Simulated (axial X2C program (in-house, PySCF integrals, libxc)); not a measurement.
# Potential curves of HCl, 2c

All values were computed with an in-house all-electron X2C program for linear molecules (integrals from PySCF). Two-component (2c) means X2C with spin–orbit coupling and atomic mean-field two-electron Coulomb and Gaunt terms. Basis: Cl dyall-av3z [9s8p3d2f], H dyall-v3z [6s2p1d] (cores contracted in-house); Gaussian nuclei, density fitting, unrestricted open shells. Masses: Cl 34.969 u, H 1.008 u.

State: Ω = 0 (closed shell). Energies in eV from the fragments at the same level (Cl + H). Fits are polynomials in 1 − R0/R over 0.85 to 1.23 times the lowest point R0.

```tsv
R (Å)	M06	PBE0	CCSD(T)	HF
1.1153	-3.8960	-3.8998		-2.6924
1.1666	-4.2420	-4.2456	-4.2456	-3.0202
1.2051	-4.3974	-4.4002	-4.3978	-3.1596
1.2435	-4.4816	-4.4829	-4.4781	-3.2259
1.2820	-4.5080	-4.5074	-4.5002	-3.2328
1.3269	-4.4799	-4.4765	-4.4671	-3.1801
1.3717	-4.4019	-4.3953	-4.3845	-3.0759
1.4294	-4.2457	-4.2347	-4.2234	-2.8841
1.4999	-3.9940	-3.9778		-2.5869
1.6025	-3.5544	-3.5324		-2.0796
```

Correlated methods: 8 electrons correlated (number of frozen shells: Cl 2 s, 1 p; H none), 128 virtual spin orbitals or spinors in MP2, 90 natural virtuals in coupled cluster.

The state is a single determinant with fixed occupations, the lowest that a limited PBE0 search found. Closed shells are restricted here (equal orbitals for both partners); the stretched side of such a curve lies too high. Dissociation energies refer to the lowest single-determinant-based atoms at the same level and basis. Coupled cluster ran in a truncated set of natural virtual spinors; the MP2 energy of the rest was added. (T) has no such correction and the atoms are truncated less, which lowers De at CCSD(T) by a hundredth of an eV or more. The 2c atoms are single determinants rather than J levels; their spin–orbit lowering is only partly caught, and De is too large by that part. This holds for PBE0. Without a current term, density functionals place determinants with orbital angular momentum somewhat too high. Coupled cluster ran on the points near the minimum only. MP2 and coupled cluster on one determinant become unreliable at the stretched end.

Question: Fit the M06 curve near its minimum: give the equilibrium distance, the harmonic wavenumber and the well depth.

Answer: At M06, 2c: Re = 1.283 Å, ωe ≈ 2960 cm⁻¹, De = 4.51 eV to Cl + H; Be follows as 10.5 cm⁻¹.

Question: Fit the PBE0 curve near its minimum: give the equilibrium distance, the harmonic wavenumber and the well depth.

Answer: At PBE0, 2c: Re = 1.281 Å, ωe ≈ 2990 cm⁻¹, De = 4.51 eV to Cl + H; Be follows as 10.5 cm⁻¹.

Question: Fit the CCSD(T) curve near its minimum: give the equilibrium distance, the harmonic wavenumber and the well depth.

Answer: At CCSD(T), 2c: Re = 1.279 Å, ωe ≈ 2990 cm⁻¹, De = 4.50 eV to Cl + H; Be follows as 10.5 cm⁻¹.

Question: Fit the HF curve near its minimum: give the equilibrium distance, the harmonic wavenumber and the well depth.

Answer: At HF, 2c: Re = 1.267 Å, ωe ≈ 3130 cm⁻¹, De = 3.24 eV to Cl + H; Be follows as 10.7 cm⁻¹.
